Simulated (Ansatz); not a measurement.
Solid iodine

These are r²SCAN+rVV10 in Ansatz (plane waves, PAW) values and carry that method's errors.

Cell: relaxed at this level.

```json
{
 "lattice_energy": "78 kJ/mol",
 "volume_per_molecule": "81.38 Å³"
}
```

Spin–orbit coupling is not included.

The computed numbers hold no vibrational or temperature effects.

Ansatz is a program for electronic structure.
